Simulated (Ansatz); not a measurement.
Basis-set extrapolation for `O[C@H](S)[C@@H]1CO1` (PBE0-D4/def2-TZVP geometry, frozen core, the Gaussian-basis code of Ansatz). Multiplicity 1, RHF reference.

```
                      def2-TZVPP   def2-QZVPP
                 HF  -664.415845  -664.439258
    MP2 correlation    -1.153024    -1.238929
CCSD(T) correlation    -1.241751      not run
```

Energies in hartree. Use E(X) = E(∞) + A·exp(−7.88·√X) for Hartree–Fock and E(X) = E(∞) + B·X^(−2.97) for correlation, with X = 3 and 4, and add CCSD(T) minus MP2 of the smaller set to the MP2 limit.

Q: What is the CCSD(T) energy at the basis-set limit?

A: HF limit: -664.439258 + (-0.023413) × 0.13774 = -664.44248. MP2 limit: -1.238929 + (-0.085905) × 0.74074 = -1.30256. Higher-order term: -1.241751 − (-1.153024) = -0.08873. Total: -665.83377 hartree, 462.5 kJ/mol below CCSD(T)/def2-TZVPP.
